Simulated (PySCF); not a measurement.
Species: streptocyanine-3, C3H7N2 (charge +1).
Numbering: `[NH2:1]/[CH:2]=[CH:3]/[CH:4]=[NH2+:5]` (hydrogens: H6, H7 on N1; H8 on C2; H9 on C3; H10 on C4; H11, H12 on N5)

Method: PBE0-D3(BJ)/def2-TZVP geometry optimisation, gas phase in PySCF 2.14.0.

**Question.** List the bond lengths, angles and torsions at this level.

**Answer.** 
```tsv
bond	length (Å)	order
N1–C2, C4=N5	1.312	single/double
C2=C3, C3–C4	1.381	double/single
N1–H6 and 3 like bonds	1.008	single
C2–H8, C4–H10	1.087	single
C3–H9	1.085	single
```

Bonds in one row agree within 0.01 Å and their mean is given. Orders are formal, as drawn. A selection of angles:
```tsv
angle	degrees
C2–N1–H6	121.1
H6–N1–H7	117.1
N1–C2–C3	125.6
N1–C2–H8	115.2
C3–C2–H8	119.2
C2–C3–C4	118.6
C2–C3–H9	120.7
```

Torsions: N1–C2–C3–C4 180° (antiperiplanar); C2–C3–C4–N5 180° (antiperiplanar).

C3 (alkene CH carbon) is planar (angles 120.7°, 120.7° and 118.6°, sum 360.0°, 0.00 Å off the plane of its three neighbours). N1 (nitrogen bonded to C and 2 H) is planar (angles 121.8°, 121.1° and 117.1°, sum 360.0°, 0.00 Å off the plane of its three neighbours). C2 (carbon bonded to C, N and H) is planar (angles 125.6°, 119.2° and 115.2°, sum 360.0°, 0.00 Å off the plane of its three neighbours). The 5 heavy atoms lie in one plane (0.000 Å rms). Of the pairs four or more bonds apart, H8···H10 is among the closest relative to their van der Waals radii: 2.32 Å, 97 % of the sum of Bondi's values.

Point group: C2v (every atom within 0.08 Å of its image). PBE0-D3(BJ)/def2-TZVP frequencies: not computed here. One conformer (not necessarily the lowest) at the PBE0-D3(BJ)/def2-TZVP geometry, without solvent, vibrations or thermal averaging.

Hardware: 2 threads, Intel Xeon at 2.50 GHz (x86_64) (shared host). Cost: 5.1 min wall, 8.3 min CPU, 0.94 GiB resident at most. That covers the optimisation of the geometry.
